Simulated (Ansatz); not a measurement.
The input, for Ansatz 0.2.0:

```yaml
crystal:
  periodic: [false, false, false]
  atoms:
    - {symbol: Si, position_ang: [-0.103589, 0.000000, 0.000000]}
    - {symbol: H, position_ang: [-0.598461, 1.399708, 0.000000]}
    - {symbol: H, position_ang: [-0.598461, -0.699854, 1.212183]}
    - {symbol: H, position_ang: [-0.598461, -0.699854, -1.212183]}
    - {symbol: H, position_ang: [1.968411, 0.000000, 0.000000]}
    - {symbol: H, position_ang: [2.713411, 0.000000, 0.000000]}
basis:
  gaussian: {orbitals: 6-31G}
magnetization: {spin_polarized: false, initial_magnetization: 1}
correlation: {active_space: {window: {electrons: 3, orbitals: 3}, states: [{multiplicity: 2, weights: [1, 1]}], root: 2}}
```

```sh
$ ansatz run in.yaml --threads 1 --pin off --events-out ev --progress --plain --max-ram 2393MiB
```

(1) What does the program do with this input?

Answers

(1) Refused. The input was made wrong on purpose (root beyond the states), so the run isn't a sound calculation of what was asked.
```
Error: the active space averages no state 2, counted from zero
```
